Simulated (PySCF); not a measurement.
Below is a simulated gas-phase C 1s photoelectron spectrum of `C=CC(F)F`.

Every computed line was given a Gaussian of 0.6 eV full width at half maximum and an area set by the number of equivalent atoms; the highest printed point is 100. Computed with delta-SCF UKS SCAN, pcX-2 on the ionised atom, pcseg-1 elsewhere, spin-free X2C (PySCF).

```json
{"binding energy (eV)": "290.2", "intensity": "0"}
{"binding energy (eV)": "290.4", "intensity": "2"}
{"binding energy (eV)": "290.6", "intensity": "13"}
{"binding energy (eV)": "290.8", "intensity": "42"}
{"binding energy (eV)": "291.0", "intensity": "83"}
{"binding energy (eV)": "291.2", "intensity": "100"}
{"binding energy (eV)": "291.4", "intensity": "74"}
{"binding energy (eV)": "291.6", "intensity": "33"}
{"binding energy (eV)": "291.8", "intensity": "9"}
{"binding energy (eV)": "292.0", "intensity": "1"}
{"binding energy (eV)": "292.2", "intensity": "0"}
{"binding energy (eV)": "292.4", "intensity": "0"}
{"binding energy (eV)": "292.6", "intensity": "0"}
{"binding energy (eV)": "292.8", "intensity": "0"}
{"binding energy (eV)": "293.0", "intensity": "0"}
{"binding energy (eV)": "293.2", "intensity": "0"}
{"binding energy (eV)": "293.4", "intensity": "0"}
{"binding energy (eV)": "293.6", "intensity": "0"}
{"binding energy (eV)": "293.8", "intensity": "0"}
{"binding energy (eV)": "294.0", "intensity": "0"}
{"binding energy (eV)": "294.2", "intensity": "0"}
{"binding energy (eV)": "294.4", "intensity": "0"}
{"binding energy (eV)": "294.6", "intensity": "0"}
{"binding energy (eV)": "294.8", "intensity": "0"}
{"binding energy (eV)": "295.0", "intensity": "0"}
{"binding energy (eV)": "295.2", "intensity": "3"}
{"binding energy (eV)": "295.4", "intensity": "14"}
{"binding energy (eV)": "295.6", "intensity": "38"}
{"binding energy (eV)": "295.8", "intensity": "56"}
{"binding energy (eV)": "296.0", "intensity": "44"}
{"binding energy (eV)": "296.2", "intensity": "19"}
{"binding energy (eV)": "296.4", "intensity": "4"}
{"binding energy (eV)": "296.6", "intensity": "1"}
```

Task: How many maxima does the curve show, and how many computed lines lie under it?

Result: The curve has 2 maxima (at 291.2 and 295.8 eV). Under it lie 3 lines from 3 inequivalent carbon sites. At this width some lines have no maximum of their own.

Task: Decompose the envelope and assign each component. Numbering: `[CH2:1]=[CH:2][CH:3]([F:4])[F:5]`.

Result: 
```json
{"position (eV)": "291.06", "relative area": "1", "line": "C 1s", "atoms": "C1", "environment": "terminal =CH2 carbon"}
{"position (eV)": "291.29", "relative area": "1", "line": "C 1s", "atoms": "C2", "environment": "alkene CH carbon"}
{"position (eV)": "295.83", "relative area": "1", "line": "C 1s", "atoms": "C3", "environment": "CHF2 carbon"}
```

The listed C 1s values span 4.77 eV, from C1 (bonded to C (double bond) and 2 H) to C3 (bonded to 2 F, C and H). The widest gap between neighbouring values is 4.54 eV, between 291.29 and 295.83 eV. Summing the Pauling electronegativity differences to the bonded atoms, each weighted by its formal bond order, gives -0.70 for the lowest site and +2.51 for the highest; no listed site has a larger sum than the highest.

Shake-up satellites, vibrational structure and lifetime widths aren't simulated. Geometry: GFN2-xTB, one conformer, isolated molecule.

On one thread, x86-64 server (shared host), this took 13 s wall.

Shape of the structure used: `[CH2:1]=[CH:2][CH:3]([F:4])[F:5]`: C1–C2–C3–F4 -128°.
